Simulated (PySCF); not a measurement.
# C2H2ClF (trans-1-Chloro-2-Fluoroethylene): the cost of one run

The runs use PySCF 2.14.0, with density-fitted response routines of our own; the level of theory stands in each step. All values are computed, except where a source is named. Atoms count from 0, in the outputs and in this text.

**1. The starting structure**

6 atoms, charge 0, multiplicity 1; geometry from: MMFF94s. The atoms were then displaced at random by about 0.03 Å, so the start is not that level's minimum.

Bonds of the start (Å): F0–C1 1.25, C1–C2 1.29, C2–Cl3 1.84, C1–H4 1.09, C2–H5 1.11.

**2. Geometry optimisation at PBE0-D3(BJ)/def2-SVP**

What the job is given:

```
{"job": {"xc": "PBE0", "basis": "def2-SVP", "d3": "d3bj", "grid": 1, "shake": 0.03, "kind": "geom"}, "charge": 0, "multiplicity": 1}
F     -1.720940     0.353580     0.016580
C     -0.654340    -0.290050    -0.005970
C      0.486370     0.317500    -0.026190
Cl     2.124660    -0.530200    -0.015280
H     -0.837610    -1.359450    -0.033180
H      0.664980     1.412600    -0.005240
```

The run is started by

```
$ OMP_NUM_THREADS=1 python probes_run.py task.json out
```

This one command runs all jobs of the session in turn.

**Question.** How long does this first job take on 1 thread of Arm Neoverse V2, shared host, and how much memory does it need?

About 10 s, with a peak of 0.29 GiB.
